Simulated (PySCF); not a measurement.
Molecule: `C=CC/C=C\[S-]`, [C₅H₇S]-.

Bonds (- single, = double, # triple, : aromatic): C1=C2, C2-C3, C3-C4, C4=C5, C5-S6. C1 carries H7, H8; C2 carries H9; C3 carries H10, H11; C4 carries H12; C5 carries H13. Formal charges: S6 -1. Stereochemistry as in C=CC/C=C\[S-].

Total charge -1. H8 is cis to C3; H7 is trans to C3.

Frames of a GFN2-xTB Langevin trajectory at 400 K; GIAO PBE0/pcSseg-1 shieldings in PySCF 2.14, gas phase, non-relativistic; equivalent atoms averaged within each frame.

Shifts are taken against calculated references (same method and geometry level): ¹³C (σ = 186.93 ppm), ¹H (σ = 31.72 ppm) against TMS; ³³S (σ = 503.73 ppm) against CS2. The references are static minima.

Q: How do the shifts (ppm) fluctuate along the trajectory?

A: 
```csv
time (fs),C5,C2,C4,C1,C3,S6,H13,H9,H7,H12
250,168.8,161.8,114.1,109.2,38.6,20,7.38,7.11,5.06,4.81
425,172.4,162.6,120.6,117.8,49.4,89,8.44,7.36,5.47,5.94
625,170.1,155.7,109.1,95.5,35.1,12,8.09,5.61,3.79,4.00
800,171.0,158.6,106.0,98.9,40.2,45,9.32,6.03,3.18,3.75
1000,171.6,167.7,120.1,107.6,36.8,22,6.85,6.72,3.83,5.33
mean of frames,170.8,161.3,114.0,105.8,40.0,38,8.02,6.57,4.26,4.77
standard deviation,1.4,4.5,6.5,8.8,5.6,31,0.96,0.73,0.96,0.91
```

5 frames give an uncertainty of the mean of about the standard deviation over 2.2 at best, since frames this close in time may not be independent; classical motion lacks zero-point vibration, and the reference would need the same averaging.
